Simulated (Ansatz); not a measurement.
A made-up structure of SiH2ClO, doublet:

O1  (-1.002, -0.462, -0.706)
Si2  (0.167, 0.477, 0.108)
Cl3  (1.727, -0.477, 1.376)
H4  (-1.143, -1.505, -0.610)
H5  (0.252, 1.968, -0.169)
(Å)

It is relaxed with PBE-D4/def2-SVP and then PBE0-D4/def2-TZVP (Ansatz 0.2.0). Atoms count as bonded within 1.22 times the sum of their covalent radii (H–H: 0.88 Å). The end point is not checked to be a true minimum.

(1) Does its bonding change? (Judge from chemistry; the calculation decides.)

Answers

(1) Computed: No: no bond forms or breaks.

Where it ends: The first stage lowers the energy by 1.39 eV in 7 steps. It ends as SiH₂ClO ([OH][SiH][Cl]):
```tsv
atom	x (Å)	y (Å)	z (Å)
O1	-0.8079	-0.4313	-0.7462
Si2	-0.0940	0.4808	0.4140
Cl3	1.6035	-0.4419	1.1441
H4	-1.0170	-1.3451	-0.5421
H5	0.3155	1.7376	-0.2697
```

Labels in which every atom is bracketed show which atoms are joined, not bond orders.

For scale, one of the runs: PBE0-D4/def2-TZVP relaxation, 117 basis functions, launched by `ansatz run in.yaml --threads 2 --pin off --events-out ev --progress --plain --max-ram 4352MiB`. The run took about 23 s on 2 CPU threads of an Arm Neoverse V2 (shared host).
